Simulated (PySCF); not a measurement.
## Vertical excitation energies

Ethanesulfonyl chloride, C2H5ClO2S.
SMILES with atom numbers: `[CH3:1][CH2:2][S:3](=[O:4])(=[O:5])[Cl:6]` (hydrogens: H7, H8, H9 on C1; H10, H11 on C2)

The calculation used TDDFT B3LYP/def2-SVPD, vertical, gas phase, core orbitals frozen in the response in PySCF. Isolated species at its GFN2-xTB geometry (one conformer only). Torsions of this conformer, `[CH3:1][CH2:2][S:3](=[O:4])(=[O:5])[Cl:6]`: C1–C2–S3–O4 -48°.

```tsv
state	E (eV)	λ (nm)	ν̃ (cm⁻¹)	f	|μ| (D)	main configurations (H = HOMO, L = LUMO)
S1	5.72	216.6	46170	0.0044	0.45	H→L (97%)
S2	6.30	196.8	50810	0.026	1.05	H-1→L (70%), H-2→L (16%)
S3	6.42	193.0	51820	0.011	0.66	H-2→L (73%), H-3→L (15%)
S4	6.58	188.5	53060	0.038	1.23	H-3→L (77%), H-1→L (12%)
S5	7.40	167.5	59690	0.0082	0.54	H-5→L (73%), H-4→L (22%)
S6	7.66	162.0	61740	0.122	2.05	H-4→L (62%), H-5→L (19%)
S7	7.95	156.0	64100	0.0007	0.15	H→L+1 (94%)
S8	8.14	152.4	65630	0.032	1.02	H-6→L (93%)
```

Triplets (Tamm–Dancoff): T1 5.13 eV, H→L (96%); T2 5.53 eV, H-1→L (87%); T3 5.85 eV, H-3→L (68%), H-2→L (23%).

The lowest singlet lies at 5.72 eV (217 nm, ultraviolet) and is very weak; its leading configuration is HOMO→LUMO (97%). The most intense listed level is S6 at 7.66 eV (162 nm, f = 0.122), 1.93 eV above S1. Löwdin shares by element: HOMO oxygen 55%, chlorine 42%; LUMO chlorine 43%, sulfur 27%, oxygen 19%. The oscillator strengths of these states sum to 0.242; summed over the whole spectrum of an exact calculation they would give the number of electrons, 66 (Thomas–Reiche–Kuhn). Of the 8 states listed, 5 reach f = 0.01 and none stays under 0.0005. The listed states span 2.41 eV, and the widest gap between neighbours is 0.82 eV (S4 to S5). No computed singlet lies in the visible range (380 to 750 nm); the lowest, at 217 nm, stands 2.46 eV above its violet end (3.26 eV). The window holds the lowest 8 singlets.
